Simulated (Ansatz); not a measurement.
# C2H3NO (SMILES NC1=CO1): single points off equilibrium

One table from this session's results is given with a row withheld; the runs are named, their logs left out.

Program: Ansatz 0.2.0, Gaussian basis. Level of theory: single points in def2-TZVPP. These are calculated values, not measurements.

Cores are frozen in the correlated methods.

## The system as given

SMILES `NC1=CO1`, 7 atoms, charge 0, spin multiplicity 1.

Atoms are counted from 1 here; the program's logs count them from 0.

Bond lengths: N1–C2 1.331 Å, N1–H5 1.086 Å, N1–H6 0.981 Å, C2–C3 1.385 Å, C2–O4 1.283 Å, C3–H7 1.161 Å. Angles: C2–N1–H5 124.4°, C2–N1–H6 111.9°, H5–N1–H6 123.3°, N1–C2–C3 146.5°, N1–C2–O4 132.9°, C3–C2–O4 75.6°, C2–C3–H7 114.0°.

As a file:

```xyz
7

N    -0.7279    0.8946   -0.2502
C    -0.0141   -0.1922    0.0326
C     1.2504   -0.7438    0.1520
O    -0.1846   -1.4388   -0.2189
H    -1.7807    0.8857   -0.5156
H    -0.2168    1.7179   -0.1004
H     1.5515   -1.0035    1.2433
```

The first run:

Contents of run/in.yaml:

```yaml
crystal:
  periodic: [false, false, false]
  atoms:
    - {symbol: N, position_ang: [-0.727885, 0.894551, -0.250220]}
    - {symbol: C, position_ang: [-0.014057, -0.192247, 0.032646]}
    - {symbol: C, position_ang: [1.250350, -0.743802, 0.152042]}
    - {symbol: O, position_ang: [-0.184611, -1.438828, -0.218854]}
    - {symbol: H, position_ang: [-1.780690, 0.885745, -0.515629]}
    - {symbol: H, position_ang: [-0.216779, 1.717889, -0.100427]}
    - {symbol: H, position_ang: [1.551518, -1.003529, 1.243253]}
basis:
  gaussian: {orbitals: def2-TZVPP}
hamiltonian: {xc: pbe, dispersion: d4}
output: {forces: true}
```

Command:

```bash
ansatz run in.yaml --threads 2 --pin off --events-out ev --progress --plain --max-ram 3481MiB
```

Among the steps run: PBE-D4/def2-TZVPP; r2SCAN-D4/def2-TZVPP; PBE0-D4/def2-TZVPP; wB97M-V/def2-TZVPP; CCSD(T)/def2-TZVPP.

One of the session's tables, all rows but one given; the rest of the session is left out.

```
   method  RMS force component (eV/Å)  angle to CCSD(T) forces (°)  dipole (D)
   PBE-D4                       1.311                          9.9        4.89
r2SCAN-D4                           ?                            ?           ?
  PBE0-D4                       1.290                         12.2        5.04
  wB97M-V                       1.313                          9.8        5.10
  CCSD(T)                       1.369                    reference        5.00
```

Estimate the missing values for r2SCAN-D4.

As computed: RMS force component (eV/Å): 1.313; angle to CCSD(T) forces (°): 6.7; dipole (D): 5.00.
